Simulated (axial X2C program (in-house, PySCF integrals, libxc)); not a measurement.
Levels of SiH by electron attachment to SiH⁺ (EOM-EA-CCSD)

Calculated with an axial X2C code built on PySCF integrals: two-component X2C with atomic mean-field Coulomb and Gaunt terms, Gaussian nuclei, basis Si dyall-av3z, H dyall-av3z with contracted cores.

R = 1.536 Å (near the PBE0 minimum at charge 0 of the determinant lowest at the starting distance; the state shown can have its own minimum elsewhere).

Levels of SiH obtained by attaching an electron to SiH⁺:

| Ω | binding energy (eV) | above lowest (cm⁻¹) | attached spinor | one-particle weight |
| --- | --- | --- | --- | --- |
| 1/2 | 7.819 | 0 | 81% Si pπ, 13% H pπ | 0.95 |
| 3/2 | 7.802 | 134 | 81% Si pπ, 13% H pπ | 0.95 |
| 1/2 | 3.335 | 36165 | 33% H sσ, 31% Si sσ, 13% H pσ | 0.95 |
| 1/2 | 2.956 | 39219 | 48% Si dσ, 20% H sσ, 17% Si pσ | 0.81 |

(1) Take the first Ω = 1/2 and Ω = 3/2 rows of π character: how far apart are they, and which lies lower?

This point took 3.8 s on 1 thread of Intel(R) Xeon(R) Processor @ 2.30GHz, on a shared host.

Reference electrons by ω block (each with its −ω partner): 1/2: 6, 3/2: 1. 4 electrons of SiH⁺ correlated (inner shells frozen), 90 natural virtual spinors (a truncated set); levels can be off by some tenths of an eV. Roots sought by Ω: (1/2: 5, 3/2: 4, 5/2: 2, 7/2: 1); the list ends where they run out and leaves out roots under 60 % one-particle weight. The solver can skip a root, and states that need a further excitation, which the method places far too high, are missing though they may lie low or lowest. T1 of the reference 0.012 (Lee–Taylor). The reference was not checked to be the lowest state of its species. Number of frozen shells: Si 2 s, 1 p; H none.

Answers

(1) E(3/2) − E(1/2) = 134 − 0 = 134 cm⁻¹ at EOM-EA-CCSD: regular, Ω = 1/2 lower. Splittings at this level can be off by ten to twenty per cent.
